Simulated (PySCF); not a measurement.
```xyz
4

Si     0.0002    -0.0004     0.3326
H     -0.6313     1.2682    -0.1089
H      1.4137    -0.0872    -0.1117
H     -0.7826    -1.1805    -0.1121
```

Charge 0, multiplicity 2.

**Question.** Give the Mulliken and meta-Löwdin atomic charges from PBE-D3(BJ)/def2-TZVP // r2SCAN-D4/def2-TZVP (PySCF).

**Answer.** 
| atom | Mulliken (e) | meta-Löwdin (e) |
|---|---|---|
| Si1 | -0.01 | 0.16 |
| H2 | 0.00 | -0.05 |
| H3 | 0.00 | -0.05 |
| H4 | 0.00 | -0.05 |
